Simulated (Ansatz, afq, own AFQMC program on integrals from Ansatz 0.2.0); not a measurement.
**SbH2⁻, singlet in def2-SVPD, levels against CCSDT(Q)**

```xyz
3

Sb    0.0000   -0.0178    0.0021
H     0.0000    0.9483    0.9791
H     0.0000    1.1975   -1.2270
```

Basis def2-SVPD with its core potentials. Noble-gas cores (and the filled d shells of Ga–Kr and In–Xe) are frozen. Ansatz 0.2.0 and our own AFQMC program on the same integrals; the CISD trial comes from CCSD amplitudes, and released means the phaseless constraint is let go. Free AFQMC starts from the CCSD state and is never constrained. Its projection time is finite, and what remains of the start isn't in its error. Error bars are statistical, one sigma. No spin–orbit coupling.

Determinant: RHF, the one that the program's search chose, which needn't be the lowest solution. The geometry is a point of a scan.

No full CI on the walks' own integrals is used here; CCSDT(Q) serves as the reference and is uncertain by about the last step of the cluster series.

Cautions: no spin-orbit coupling; inner d shell frozen.

The T1 diagnostic is 0.0131 and the weight of the determinant in the CISD state is 0.905. The size of the correlated space is 8 electrons in 39 orbitals.

Reference: CCSDT(Q), correlation energy -3.876 eV. The released energy is read at 2.40 1/Eh (meV from the phaseless value at times in 1/Eh: -11 ± 5 at 0.24, -16 ± 5 at 0.51, -5 ± 4 at 0.99, -6 ± 7 at 1.62, -11 ± 6 at 2.40).

```tsv
level	E − E(reference) (mEh)	share of correlation (%)
HF	142.45	0.00
MP2	27.63	80.60
CCSD	4.74	96.67
CCSD(T)	0.84	99.41
CCSDT	0.21	99.85
ph-AFQMC/HF	0.97 ± 1.35	99.32
ph-AFQMC/CISD	0.72 ± 0.22	99.50
released AFQMC	0.31 ± 0.24	99.78
free AFQMC	0.06 ± 0.33	99.96
```

Free projections are given only where their last times agree within the noise and don't stop above the reference; a slow remainder of the start can still hide under it. A walk keeps the symmetry of its determinant, which the program's search chose and which needn't be the lowest solution, so a lower state of the same spin and another symmetry isn't excluded. Released energies are given only where the last usable release times agree within the noise; a slower fall can still hide under it.
